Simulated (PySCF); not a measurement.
Gas-phase reaction: SiOCl2 + SiO = 2 SiCl + 2 O

Method: PySCF energies (xtb for GFN2) plus ideal-gas RRHO corrections (1 bar). † marks an energy on the PBE0/def2-TZVP geometry and frequencies; other levels use their own. MP2 freezes the core. Open shells (unrestricted): SiCl (multiplicity 2, electronic degeneracy 4), O (multiplicity 3, electronic degeneracy 9); the rest are closed-shell singlets. GFN2 has no spin-polarisation term. Spin-orbit splitting is ignored; it lowers the true energy and changes the entropy of SiCl, O. B3LYP is the form with VWN-RPA correlation. SiOCl2: computed as isolated molecules; such fragments, hydroxides, amides, oligomers or adducts are transient or little studied in the gas. MP2 isn't extrapolated to the basis-set limit; its ΔH°(298 K) is 1301.0 kJ in def2-SVP and 1416.9 kJ in def2-TZVPP. The harmonic model lacks anharmonicity and excited electronic states, which grow with temperature; levels with a mode under 35 cm⁻¹ are left out.

```csv
level,"ΔE electronic, kJ","ΔH°(298 K), kJ","ΔS°(298 K), J/K","ΔG°(600 K), kJ"
B3LYP/def2-TZVP†,1304,1291,288,1117
GFN2-xTB,2213,2198,288,2024
M06-2X/def2-TZVP†,1332,1319,288,1145
MP2/def2-TZVPP†,1430,1417,288,1243
PBE/def2-TZVP†,1380,1367,288,1193
PBE0/def2-SVP†,1238,1225,288,1051
r2SCAN/def2-TZVP†,1345,1332,288,1158
ωB97X-V/def2-TZVP†,1336,1323,288,1149
```
ΔH° is lowest at PBE0/def2-SVP† and highest at GFN2-xTB. No reference value is set beside these.
